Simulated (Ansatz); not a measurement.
# SiPH3 (triplet): wave-function methods side by side, cc-pVDZ

An exercise on one series of results from a longer session: the logs are not shown, and one member is left open.

Computed with Ansatz 0.2.0, Gaussian basis. Level: cc-pVDZ, core rule «outside noble gas», up to 10 orbitals frozen.

To be run: UHF; CCSD(T) on ROHF; CCSD(T) on UHF; BCCD(T) on ROHF; CISD as a restricted active space (open shells left free, so some higher excitations enter); CCSDT(Q) on ROHF; CCSDT(Q) on UHF; CASSCF and NEVPT2, 12 electrons in 11 orbitals.

12 further runs of the same task are left out: 3 that didn't finish, 9 set aside as unsound or not needed. Runs told in other sessions of the task aren't counted.

## What is computed

The geometry is a PBE0/def2-TZVP stationary point (not a proven minimum) of the parent state, kept for this charge and spin.

5 atoms, charge 0, spin multiplicity 3.

Atoms are counted from 1 here; the program's logs count them from 0.

Bond lengths: Si1–P2 2.059 Å, Si1–H4 1.496 Å, Si1–H5 1.496 Å, P2–H3 1.543 Å. Angles: P2–Si1–H4 127.0°, P2–Si1–H5 127.0°, H4–Si1–H5 105.1°, Si1–P2–H3 56.5°.

Set-up of the first run:

in.yaml

```yaml
crystal:
  periodic: [false, false, false]
  atoms:
    - {symbol: Si, position_ang: [-0.028171, 0.000000, 1.017664]}
    - {symbol: P, position_ang: [-0.021527, 0.000000, -1.041584]}
    - {symbol: H, position_ang: [1.262650, 0.000001, -0.186858]}
    - {symbol: H, position_ang: [0.091917, 1.187655, 1.919027]}
    - {symbol: H, position_ang: [0.091918, -1.187654, 1.919027]}
basis:
  gaussian: {orbitals: cc-pVDZ}
magnetization: {spin_polarized: true, initial_magnetization: 2}
hamiltonian: {xc: hf}
output: {orbitals: {seedname: orbitals}}
```

Launch:

```
ansatz run in.yaml --threads 1 --pin off --events-out ev --progress --plain --max-ram 2393MiB
```

Among the steps run: UHF; CCSD(T) on ROHF; CCSD(T) on UHF; BCCD(T) on ROHF; CISD as a restricted active space (open shells left free, so some higher excitations enter); CCSDT(Q) on ROHF; CCSDT(Q) on UHF; CASSCF and NEVPT2, 12 electrons in 11 orbitals.

One table of the session follows, with a row left open; its other results are not shown here.

```
        method  from UCCSDT(Q) (meV)
          ROHF               +7031.7
           UHF               +6784.6
          RMP2               +1325.6
          UMP2               +1389.6
          CISD                +885.6
         RCCSD                +277.2
         UCCSD                +269.7
      RCCSD(T)                 +50.1
      UCCSD(T)                 +52.1
       BCCD(T)                 +49.9
        RCCSDT                 +14.4
        UCCSDT                 +13.5
     RCCSDT(Q)                     ?
     UCCSDT(Q)                     0
CASSCF valence               +4890.7
NEVPT2 valence               +1217.8
```

Estimate the missing values for RCCSDT(Q).

As computed: from UCCSDT(Q) (meV): +0.8. In the column «from UCCSDT(Q) (meV)» it lies between UCCSDT(Q) (0) and UCCSDT (+13.5).

Limits of these values: Restricted and unrestricted rows rest on different reference determinants; a gap between their highest levels can come from leftover correlation error, from unlike frozen cores or from another state.
